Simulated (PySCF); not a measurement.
**First-order multiplets**

Geometry:
| atom | x (Å) | y (Å) | z (Å) |
| --- | --- | --- | --- |
| N1 | 2.102 | 0.344 | -0.160 |
| C2 | 0.973 | 0.151 | -0.079 |
| C3 | -0.456 | -0.132 | 0.026 |
| F4 | -1.177 | 1.030 | 0.090 |
| H5 | -0.642 | -0.720 | 0.929 |
| H6 | -0.776 | -0.703 | -0.850 |

PySCF 2.14.0 with density-fitted response routines calculation with GIAO B97-2/pcSseg-2 shieldings, PBE0-D3(BJ)/def2-TZVP geometry and couplings computed with B3LYP/pcJ-2; isolated molecule, one averaged value for each set of equivalent atoms, one computed conformer, no relativistic terms.

Shifts are taken against calculated references (same method and geometry level): TMS for 1H and 13C; 19F against CFCl3.

Spectrometer: 400 MHz for 1H. First-order analysis; couplings under 1 Hz (under 4 Hz in carbon signals) are ignored, and nearly equal couplings are merged; the smaller ones broaden or split the lines further.

Q: What pattern does H5/H6 show (1H)?

A: A doublet at δ 4.90: 54.2 Hz to F4 (1 × 19F, 2 bonds away). Lines in Hz from the centre (relative intensity): +27.1 (1), -27.1 (1). The outer lines are 54.2 Hz apart, the sum of the couplings kept, or 0.136 ppm at this field.

Q: What pattern does F4 show (19F)?

A: A triplet at δ -253.1: 54.2 Hz to H5/H6 (2 × 1H, 2 bonds away). Lines in Hz from the centre (relative intensity): +54.2 (1), +0.0 (2), -54.2 (1). The outer lines are 108.4 Hz apart, the sum of the couplings kept, or 0.288 ppm at this field.

Q: What pattern does C3 show in the proton-coupled 13C spectrum?

A: A doublet of triplets at δ 70.4: 247.4 Hz to F4 (1 × 19F, 1 bond away), 163.3 Hz to H5/H6 (2 × 1H, 1 bond away). Lines in Hz from the centre (relative intensity): +287.0 (1), +123.7 (2), +39.6 (1), -39.6 (1), -123.7 (2), -287.0 (1). The outer lines are 574.0 Hz apart, the sum of the couplings kept, or 5.707 ppm at this field.
